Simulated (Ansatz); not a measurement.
Relaxation of C2H5S (8 atoms, charge 0, multiplicity 2), to a largest force component of 0.015 eV/Å in at most 40 steps.

Theory: Ansatz, UKS revPBE/6-31G*.

```xyz
8
Properties=species:S:1:pos:R:3
C -0.389 0.527 -0.287
C 0.300 -0.647 0.245
S 1.886 -0.117 0.909
H -1.332 0.274 -0.710
H 0.119 1.053 -1.127
H -0.633 1.333 0.480
H 0.434 -1.373 -0.560
H -0.293 -1.106 0.994
```

Q: Where does it end, and by what steps?

A: The forces met the threshold. After 7 steps the energy has fallen by 0.287 eV; S3 moved furthest, 0.14 Å.

| step | energy less start (eV) | largest force component (eV/Å) | accepted |
| --- | --- | --- | --- |
| 0 | 0.0000 | 3.571 | yes |
| 1 | -0.2082 | 1.531 | yes |
| 2 | -0.2531 | 0.540 | yes |
| 3 | -0.2696 | 0.364 | yes |
| 4 | -0.2841 | 0.230 | yes |
| 5 | -0.2864 | 0.113 | yes |
| 6 | -0.2855 | 0.133 | no |
| 7 | -0.2872 | 0.014 | yes |

```xyz
8
Properties=species:S:1:pos:R:3
C -0.454 0.594 -0.328
C 0.320 -0.606 0.239
S 1.950 -0.233 0.966
H -1.431 0.265 -0.728
H 0.107 1.078 -1.144
H -0.638 1.350 0.453
H 0.498 -1.377 -0.538
H -0.260 -1.128 1.026
```

Whether the end is a true minimum wasn't checked by a vibrational analysis.

Run time: 44 s on 1 thread of Intel(R) Xeon(R) Processor @ 2.70GHz (shared host), peak memory 0.15 GiB.
